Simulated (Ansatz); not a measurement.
Steps of a relaxation of C3H4O, SMILES `CC#CO` with RKS PBE0-D4/def2-TZVP.

```sh
$ ansatz run in.yaml --threads 2 --pin off --events-out ev --progress --plain --max-ram 4352MiB
```

```yaml
crystal:
  periodic: [false, false, false]
  atoms:
    - {symbol: C, position_ang: [-0.383370, 1.245833, -0.528137]}
    - {symbol: C, position_ang: [0.112985, -0.009854, 0.023581]}
    - {symbol: C, position_ang: [0.520729, -1.068608, 0.480606]}
    - {symbol: O, position_ang: [1.048229, -2.167259, 0.979421]}
    - {symbol: H, position_ang: [-1.134915, 1.071501, -1.327319]}
    - {symbol: H, position_ang: [-0.865314, 1.884210, 0.243280]}
    - {symbol: H, position_ang: [0.438440, 1.840094, -0.981644]}
    - {symbol: H, position_ang: [0.355416, -2.853017, 1.054412]}
basis:
  gaussian: {orbitals: def2-TZVP}
hamiltonian: {xc: pbe0, dispersion: d4}
relax: {f_tol: 0.005, max_steps: 150}
```

Positions (Å) and forces (eV/Å) along the path, 7 of 7 steps:

```xyz
8
step=1 energy=-5216.8595 eV
C    -0.383    1.246   -0.528   -0.174    0.407   -0.194
C     0.113   -0.010    0.024    0.706   -1.841    0.796
C     0.521   -1.069    0.481   -0.611    1.733   -0.735
O     1.048   -2.167    0.979   -0.668   -0.070   -0.129
H    -1.135    1.072   -1.327    0.385    0.032    0.405
H    -0.865    1.884    0.243    0.269   -0.372   -0.348
H     0.438    1.840   -0.982   -0.376   -0.347    0.252
H     0.355   -2.853    1.054    0.470    0.458   -0.049
8
step=2 energy=-5216.9117 eV
C    -0.382    1.237   -0.525   -0.065    0.166   -0.074
C     0.113   -0.014    0.025   -0.044    0.057   -0.032
C     0.513   -1.051    0.473    0.108   -0.111    0.063
O     1.037   -2.145    0.971   -0.242   -0.034   -0.043
H    -1.124    1.059   -1.315    0.117    0.013    0.125
H    -0.854    1.863    0.243    0.079   -0.111   -0.109
H     0.436    1.819   -0.971   -0.116   -0.101    0.073
H     0.353   -2.826    1.043    0.161    0.122   -0.004
8
step=3 energy=-5216.9138 eV
C    -0.382    1.237   -0.526   -0.007    0.025   -0.008
C     0.112   -0.013    0.024   -0.016   -0.008   -0.005
C     0.512   -1.050    0.473    0.058   -0.020    0.021
O     1.035   -2.143    0.970   -0.060    0.027   -0.022
H    -1.121    1.059   -1.311   -0.002   -0.007   -0.003
H    -0.852    1.859    0.241   -0.001   -0.002    0.008
H     0.433    1.815   -0.968    0.008   -0.002   -0.001
H     0.355   -2.822    1.042    0.020   -0.013    0.009
8
step=4 energy=-5216.9134 eV rejected
C    -0.383    1.242   -0.528    0.065   -0.150    0.066
C     0.112   -0.013    0.022   -0.044    0.087   -0.042
C     0.514   -1.049    0.472   -0.039    0.038   -0.020
O     1.030   -2.141    0.971    0.066   -0.059    0.035
H    -1.122    1.058   -1.312   -0.008    0.024   -0.006
H    -0.851    1.858    0.244   -0.009    0.022   -0.014
H     0.435    1.815   -0.969   -0.011    0.022   -0.009
H     0.358   -2.827    1.043   -0.021    0.017   -0.011
8
step=5 energy=-5216.9140 eV
C    -0.382    1.238   -0.526    0.008   -0.012    0.007
C     0.112   -0.013    0.023   -0.015    0.002   -0.007
C     0.513   -1.050    0.473    0.014    0.008    0.002
O     1.033   -2.142    0.971   -0.006   -0.002   -0.001
H    -1.121    1.059   -1.312   -0.001    0.001   -0.001
H    -0.851    1.858    0.242   -0.001    0.002    0.000
H     0.434    1.815   -0.968    0.000    0.002   -0.001
H     0.356   -2.824    1.043    0.000   -0.002    0.000
8
step=6 energy=-5216.9140 eV
C    -0.382    1.238   -0.526   -0.014   -0.005   -0.007
C     0.109   -0.014    0.022    0.012   -0.001    0.007
C     0.513   -1.049    0.473    0.001    0.005   -0.001
O     1.033   -2.141    0.972   -0.002   -0.004    0.001
H    -1.121    1.060   -1.311   -0.001    0.006   -0.003
H    -0.851    1.859    0.242    0.004    0.001    0.000
H     0.435    1.815   -0.969    0.001   -0.002    0.004
H     0.357   -2.824    1.041    0.000    0.001   -0.001
8
step=7 energy=-5216.9140 eV
C    -0.383    1.238   -0.527   -0.001    0.004   -0.001
C     0.109   -0.014    0.022    0.000   -0.002    0.000
C     0.514   -1.049    0.474   -0.001    0.001   -0.001
O     1.033   -2.141    0.973    0.002   -0.002    0.001
H    -1.122    1.061   -1.312    0.001   -0.002    0.002
H    -0.850    1.859    0.242   -0.001   -0.001    0.000
H     0.435    1.814   -0.968    0.001    0.001   -0.001
H     0.357   -2.825    1.040   -0.001    0.002   -0.001
```

Hardware: 2 threads of an Intel Xeon Platinum 8488C on a shared host. Wall time 12 s, peak host memory 0.27 GiB.
